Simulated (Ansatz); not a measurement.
A (111) slab of Pd (Fm-3m (No. 225)), 5 planes, outer planes Pd (top) and Pd (bottom), with 5 atoms (Pd5) in a surface cell of A = 6.730 Å², as cut from the bulk:

```
CELL_PARAMETERS angstrom
2.78759 0.00000 0.00000
-1.39380 2.41413 0.00000
0.00000 0.00000 24.10424
ATOMIC_POSITIONS crystal
Pd 0.66667 0.33333 0.31115
Pd 0.33333 0.66667 0.40557
Pd 0.00000 0.00000 0.50000
Pd 0.66667 0.33333 0.59443
Pd 0.33333 0.66667 0.68885
```

Theory: Ansatz, DFT PBE, scalar-relativistic, plane waves, PAW. Settings: cutoff 420 eV, Γ-centred mesh 15×15×1 on the computed 5-atom cell, Gaussian smearing of 0.10 eV; no spin polarisation.

Against the same 5 atoms in the bulk, the slab as cut lies 1.154 eV higher and the relaxed slab 1.153 eV higher.

Question: Work out the surface energy before and after relaxation.

Answer: The slab has two faces, so γ = (E_slab − N·E_bulk)/(2A), the mean of both. As cut: 1.154/(2 × 6.730) = 0.0857 eV/Å², and 1 eV/Å² = 16.02 J/m², so γ = 1.37 J/m². Relaxed: 1.153/(2 × 6.730) = 0.0857 eV/Å² = 1.37 J/m². Relaxation recovers 0.1 % of the cost of cutting.

Question: A cut through this plane breaks about 3 nearest-neighbour bonds a surface cell. What does each broken bond cost, before relaxation?

Answer: One cut makes two faces and costs 2γA = 1.154 eV, shared by 3 bonds: 0.38 eV a bond. In a metal this is less than the cohesive energy a bond, since the bonds that remain at the surface strengthen.

Question: What is the ideal work of this cut, per area?

Answer: Griffith's ideal work is 2γ: 2.75 J/m² if the new faces stay rigid, 2.74 J/m² if they relax. One thickness was run, 5 planes, so γ can still shift with it.